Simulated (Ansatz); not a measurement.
# CH6N (doublet): from Hartree-Fock to the top rungs at distance N1–H4 along a hydrogen transfer = 1.404 Å, cc-pVDZ

One table from this session's results is given with a row withheld; the runs are named, their logs left out.

The runs use Ansatz 0.2.0, Gaussian basis; cc-pVDZ, core rule «outside noble gas», up to 2 orbitals frozen.

The runs, in order: UHF; CCSD(T) on ROHF; CCSD(T) on UHF; BCCD(T) on ROHF; CISD; CCSDT(Q) on ROHF; CCSDT(Q) on UHF; CASSCF and MRCISD+Q, 3 electrons in 3 orbitals; CASSCF and NEVPT2, 3 electrons in 3 orbitals.

## The geometry

The geometry derives from fragments relaxed apart (PBE0/def2-TZVP) and kept rigid, so it is no stationary point. A hydrogen atom is moved between rigid fragments.

8 atoms, charge 0, spin multiplicity 2.

Atoms are counted from 1 here; the program's logs count them from 0.

Bond lengths: N1–H2 1.012 Å, N1–H3 1.012 Å, H4–C5 1.246 Å, C5–H6 1.080 Å, C5–H7 1.080 Å, C5–H8 1.080 Å. Angles: H2–N1–H3 107.1°, H4–C5–H6 90.0°, H4–C5–H7 90.0°, H4–C5–H8 90.0°, H6–C5–H7 120.0°, H6–C5–H8 120.0°, H7–C5–H8 120.0°.

The first run:

in.yaml reads:

```yaml
crystal:
  periodic: [false, false, false]
  atoms:
    - {symbol: N, position_ang: [-1.267965, -0.017777, -0.027670]}
    - {symbol: H, position_ang: [-1.565245, 0.950057, -0.027670]}
    - {symbol: H, position_ang: [-1.565244, -0.420076, 0.852589]}
    - {symbol: H, position_ang: [0.136035, -0.017777, -0.027670]}
    - {symbol: C, position_ang: [1.382035, -0.017777, -0.027670]}
    - {symbol: H, position_ang: [1.382035, -1.097799, -0.027670]}
    - {symbol: H, position_ang: [1.382035, 0.522234, 0.907657]}
    - {symbol: H, position_ang: [1.382035, 0.522234, -0.962998]}
basis:
  gaussian: {orbitals: cc-pVDZ}
magnetization: {spin_polarized: true, initial_magnetization: 1}
hamiltonian: {xc: hf}
output: {orbitals: {seedname: orbitals}}
```

Run with:

```
$ ansatz run in.yaml --threads 1 --pin off --events-out ev --progress --plain --max-ram 2816MiB --backend cpu
```

Steps of the session up to this table: UHF; CCSD(T) on ROHF; CCSD(T) on UHF; BCCD(T) on ROHF; CISD; CCSDT(Q) on ROHF; CCSDT(Q) on UHF; CASSCF and MRCISD+Q, 3 electrons in 3 orbitals; CASSCF and NEVPT2, 3 electrons in 3 orbitals.

One table of the session follows, with a row left open; its other results are not shown here.

```
       method  from UCCSDT(Q) (meV)
         ROHF              +10642.9
          UHF              +10331.8
         RMP2               +1368.2
         UMP2               +1402.9
         CISD               +1322.7
        RCCSD                +305.5
        UCCSD                     ?
     RCCSD(T)                 +42.8
     UCCSD(T)                 +43.3
      BCCD(T)                 +41.8
       RCCSDT                 +18.5
       UCCSDT                 +17.2
    RCCSDT(Q)                  +0.6
    UCCSDT(Q)                     0
  CASSCF pair               +9923.7
  NEVPT2 pair               +1266.8
  MRCISD pair               +1130.1
MRCISD+Q pair                +178.1
```

Estimate the missing values for UCCSD.

The run gave: from UCCSDT(Q) (meV): +294.8. In the column «from UCCSDT(Q) (meV)» it lies between MRCISD+Q pair (+178.1) and RCCSD (+305.5).

Limits of these values: Restricted and unrestricted rows rest on different reference determinants; where their highest levels disagree by more than a few hundredths of an eV, they describe different states and don't form one ladder.
